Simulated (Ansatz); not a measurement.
F$_{2}$H$_{2}$Si (`F[SiH2]F`). The species carries charge 0 and has multiplicity 1. All single points use the PBE0-D4/def2-TZVP geometry.

```xyz
5

F     1.194    0.574    0.813
Si    0.005   -0.024   -0.048
F    -1.343    0.197    0.757
H    -0.079    0.725   -1.316
H     0.224   -1.473   -0.206
```

(1) What is the dipole moment at ωB97M-V/def2-TZVPP? (An estimate is asked.)

(2) And with PBE, r2SCAN, B3LYP? (An estimate is asked.)

(3) Give the Mulliken charges with ωB97M-V, PBE, B3LYP in def2-TZVPP. (Estimate.)

Answers

(1) Computed: 1.43 D, with components (0.12, -0.63, -1.28) D in this frame, pointing from negative to positive charge.

(2) The calculation gave: PBE 1.34 D, r2SCAN 1.38 D, B3LYP 1.47 D.

(3) The calculation gave: 
```tsv
atom	ωB97M-V	PBE	B3LYP
F1	-0.30	-0.27	-0.31
Si2	0.69	0.69	0.77
F3	-0.30	-0.27	-0.31
H4	-0.04	-0.08	-0.08
H5	-0.04	-0.08	-0.08
```

B3LYP here is the variant with VWN-RPA as its local correlation; programs differ in this.
